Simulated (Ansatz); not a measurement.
Species: F4Si, SMILES `F[Si](F)(F)F` (charge 0, multiplicity 1).

### Question
Give a relaxed geometry from Ansatz (a first-principles code) with PBE-D3(BJ)/def2-TZVP.

### Answer
the end point of this relaxation (outside a Z-matrix the atoms follow the SMILES, hydrogens last).
Cartesian coordinates (Å) in one orientation:
```xyz
5

F      1.160    -0.861     0.640
Si     0.000     0.000     0.000
F     -1.049    -0.960    -0.689
F     -0.717     0.840     1.130
F      0.606     0.980    -1.081
```
